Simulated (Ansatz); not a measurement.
`C=C1SC1C`, relaxed with RKS PBE0-D4/def2-TZVP in Ansatz from a PBE-D4/def2-SVP geometry. The force threshold is 0.005 eV/Å; the program also tests the step.

Charge 0, multiplicity 1.

Start:

```xyz
11

C     0.996   -1.350   -1.187
C    -0.016   -0.921   -0.424
S    -1.752   -1.013   -0.208
C    -0.403   -0.075    0.705
C    -0.377    1.433    0.614
H     2.024   -1.020   -0.970
H     0.833   -2.033   -2.034
H    -0.222   -0.489    1.716
H    -0.586    1.771   -0.419
H    -1.123    1.889    1.296
H     0.626    1.808    0.911
```

Question: How much energy does the relaxation release, and in how many steps? (Best estimate.)

Answer: Computed: 0.06 eV, in 6 steps, 1 of them rejected.

Question: Which bonds change most? (An estimate is asked.)

Answer: The calculation gave: S3–C4 from 1.879 to 1.848 Å; C2–S3 from 1.752 to 1.729 Å; C1–C2 from 1.338 to 1.318 Å; C4–H8 from 1.108 to 1.088 Å.

Question: Give the relaxed structure. (Best estimate.)

Answer: Computed: 
```xyz
11

C     0.985   -1.330   -1.170
C    -0.015   -0.913   -0.419
S    -1.728   -0.998   -0.203
C    -0.405   -0.079    0.702
C    -0.371    1.418    0.606
H     1.997   -1.006   -0.956
H     0.827   -1.997   -2.008
H    -0.226   -0.491    1.693
H    -0.585    1.742   -0.413
H    -1.100    1.872    1.281
H     0.622    1.783    0.886
```
